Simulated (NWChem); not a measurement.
System: B cation, singlet

Here is an NWChem input.

```
start job
memory heap 200 mb stack 900 mb global 1100 mb
charge 1
geometry units angstroms noautosym nocenter noautoz
  B      0.000000     0.000000     0.000000
end
basis spherical
  * library pcsseg-1
end
dft
  xc pbe0
  iterations 150
end
property
  shielding
end
task dft property
```

Low-valent species are run as closed-shell singlets; no triplet was tried in these runs.

GIAO values for the isolated, static molecule; σ is the absolute isotropic shielding.

Atoms are numbered as in the input.

Question: What results follow from this input? (PBE0/pcSseg-1, GIAO.) Quantities: basis functions; σ B1 (ppm).

Answer: number of basis functions: 17
σ B1 (ppm): 193.7
